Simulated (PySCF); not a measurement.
Molecule: 3,3,3-trifluoroprop-1-yne (C#CC(F)(F)F, C3HF3).

Cartesian coordinates in Å; atom numbers follow the order of the lines, from 1:
```xyz
7

C     1.7471   -0.1376    0.0138
C     0.5548   -0.0434    0.0019
C    -0.8985    0.0718   -0.0129
F    -1.4467   -0.6295   -1.0164
F    -1.4489   -0.3792    1.1240
F    -1.2990    1.3434   -0.1618
H     2.7946   -0.2205    0.0243
```

Frames of a GFN2-xTB Langevin trajectory at 300 K; GIAO PBE0/pcSseg-1 shieldings in PySCF 2.14.0 with density-fitted response routines, gas phase, non-relativistic; equivalent atoms averaged within each frame.

Referencing at the same level of theory: ¹³C (186.93 ppm) and ¹H (31.72 ppm) vs TMS; CFCl3 for ¹⁹F (170.95 ppm). The references are static minima.

Question: How do the shifts (ppm) fluctuate along the trajectory?

Answer: 
```tsv
time (fs)	C3	C1	C2	F4/F5/F6	H7
optimised geometry	122.8	84.2	75.4	-63.1	2.29
250	118.4	83.8	80.1	-74.3	2.02
425	128.6	86.0	76.7	-46.9	3.44
625	118.9	80.7	79.2	-75.5	1.67
800	122.1	88.7	77.3	-62.0	2.14
1000	121.0	82.7	76.3	-64.6	1.44
mean of frames	121.8	84.4	77.9	-64.6	2.14
standard deviation	4.1	3.1	1.7	11.5	0.78
```

5 frames give an uncertainty of the mean of about the standard deviation over 2.2 at best, since frames this close in time may not be independent; classical motion lacks zero-point vibration, and the reference would need the same averaging.
